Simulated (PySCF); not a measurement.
Estimate the missing entries of this data sheet.

Compound: C₃H₁₀N (charge +1).
InChI=1S/C3H9N/c1-3-4-2/h4H,3H2,1-2H3/p+1

Conformer (atom-mapped SMILES and torsion angles): `[CH3:1][CH2:2][NH2+:3][CH3:4]`: C1–C2–N3–C4 178°.

```tsv
property	level	value
rotational constants A, B, C	PBE0-D3(BJ)/def2-SVP	23.724, 3.753, 3.519 GHz
HOMO energy	wB97X-D/def2-SVPD	?
LUMO energy	wB97X-D/def2-SVPD	-2.78 eV
lowest singlet excitation	TDDFT wB97X-D/def2-SVPD	?
lowest triplet excitation (Tamm–Dancoff)	TDA wB97X-D/def2-SVPD	?
static isotropic polarisability	wB97X-D/def2-SVPD	42.9 au
vertical ionisation energy	ΔSCF wB97X-D/def2-SVPD	17.65 eV
vertical electron affinity	ΔSCF wB97X-D/def2-SVPD	2.83 eV
electronic spatial extent ⟨r²⟩ about the centre of nuclear charge	wB97X-D/def2-SVPD	?
13C chemical shifts (computed TMS as zero) by class	GIAO PBE0/pcSseg-1	?
1H chemical shifts (computed TMS as zero) by class	GIAO PBE0/pcSseg-1	3.88 (2 H), 3.25 (3 H), 3.24 (2 H), 1.79 (3 H) ppm
isotropic shieldings of nuclei other than C and H, by class	GIAO PBE0/pcSseg-1	193 (1 N) ppm
largest of the computed one-bond spin–spin couplings (means over like bonds)	B3LYP/pcJ-1, spin–dipole term left out for some pairs	13C–1H +154.9 (×3), 13C–1H +153.1 (×2), 13C–1H +138.4 (×3), 15N–1H -77.2 (×2), 13C–13C +36.7, 15N–13C -4.9, 15N–13C -3.1 Hz
core binding energies	ΔSCF SCAN, pcX-2 on the ionised atom, pcseg-1 elsewhere, spin-free X2C	C1s 295.8, C1s 297.6, C1s 297.7, N1s 414.2 eV
```

Gas-phase values; electronic properties from PySCF, density fitting. Geometry: PBE0-D3(BJ)/def2-SVP, one conformer, isolated ion. NMR classes are plain means over equivalent atoms (diastereotopic ones count apart unless rotation or inversion swaps them), as if these changed places fast; in this geometry the members of some classes differ.

Q: Give the lowest triplet excitation (Tamm–Dancoff).

A: 9.62 eV.

Q: What is the HOMO energy?

A: -16.94 eV.

Q: Give the 13C chemical shifts (computed TMS as zero) by class.

A: 52.2 (1 C), 37.5 (1 C), 13.7 (1 C) ppm.

Q: The electronic spatial extent ⟨r²⟩ about the centre of nuclear charge?

A: 393 bohr².

Q: The lowest singlet excitation?

A: 9.71 eV (128 nm, f = 0.005).

The polarisability is 6.36 Å³ as a volume (1 au = 0.148185 Å³), or 1.26 au for each of the 34 electrons. The rotational constants make it an asymmetric top with κ = (2B − A − C)/(A − C) = -0.98, nearer the prolate limit (−1). The vertical singlet–triplet gap S1 − T1 is 0.09 eV (TDDFT singlet less Tamm–Dancoff triplet; S1: HOMO→LUMO, weight 0.93; T1: HOMO→LUMO, weight 0.90). The 10 singlets span 9.71 to 11.76 eV, and their oscillator strengths add up to 0.34. −ε(LUMO) is 2.78 eV against a ΔSCF electron affinity of 2.83 eV. No computed singlet falls in the visible range (750 to 380 nm, 1.65 to 3.26 eV); S1 lies 6.45 eV above its blue end.
